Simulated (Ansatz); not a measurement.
# doublet SiS(-): levels of theory in one basis

```xyz
2

Si    0.0000    0.0000   -1.1015
S     0.0000    0.0000    1.1015
```

Basis set: def2-SVP (spherical functions). Frozen core: 10 orbitals. Correlation on ROHF uses semicanonical orbitals with singles. Charge -1, multiplicity 2.

Computed with Ansatz (development build ahead of 0.2.0); each method stands on the lowest determinant of its kind that the runs found.

```
      method  E − E(ROHF) (eV)  <S²> of the determinant
        ROHF              0.00                     0.75
         UHF             -0.11                     0.85
    ROHF-MP2             -5.42                        –
ROHF-CCSD(T)             -6.38                        –
 UHF-CCSD(T)             -6.37                     0.85
```

(1) What does UHF-MP2 give on the same scale?

(2) Is a single determinant a sound starting point here?

## Answers

(1) -5.37 eV.

(2) By this sign, yes. Unrestricted orbitals gain 0.11 eV and <S²> is 0.85 against 0.75 for a pure state.

Caution: no diffuse functions for an anion.
